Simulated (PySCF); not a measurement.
Epifluorohydrin, C₃H₅FO.
SMILES: `FC[C@@H]1CO1`

The closed-shell SCF was solved with PySCF and density fitting under several settings on one GFN2-xTB geometry (grid level 2 and gas phase unless stated).

| settings | basis functions | SCF cycles | E (Eh) | HOMO (eV) | LUMO (eV) | dipole (D) |
| --- | --- | --- | --- | --- | --- | --- |
| PBE0/pcSseg-1 | 110 | 12 | -291.9949 | -8.16 | 1.66 | 0.48 |
| PBE0/def2-SVPD | 146 | 13 | -291.8270 | -8.33 | 0.83 | 0.48 |

Q: Estimate the rows for these settings: (1) B3LYP/6-311+G(2d,p), grid level 1, start guess huckel; (2) PBE/def2-SVPD.

A: 
```csv
settings,basis functions,SCF cycles,E (Eh),HOMO (eV),LUMO (eV),dipole (D)
"B3LYP/6-311+G(2d,p), grid level 1, start guess huckel",165,13,-292.4347,-8.02,0.17,0.48
PBE/def2-SVPD,146,15,-291.8146,-6.64,0.05,0.46
```

Q: Over all rows, what range does the HOMO–LUMO gap span?

A: From 6.69 eV (PBE/def2-SVPD) to 9.82 eV (PBE0/pcSseg-1). The functional of the narrowest has no exact exchange, that of the widest 25 % exact exchange.

Q: Compare two rows with the functional PBE0: PBE0/pcSseg-1 and PBE0/def2-SVPD. Which energy is lower, and by how much?

A: PBE0/pcSseg-1 (110 functions) lies 0.1679 Eh or 105 kcal/mol below PBE0/def2-SVPD (146 functions). The smaller set gives the lower energy; the two sets aren't nested, so the variational bound doesn't order them by size.

Cycle counts include a coarse-grid stage where the run had one. All basis functions are spherical, in the Pople sets too.

Conformer computed: `[F:1][CH2:2][C@@H:3]1[CH2:4][O:5]1`: F1–C2–C3–C4 -91°.

One conformer stands for the species.
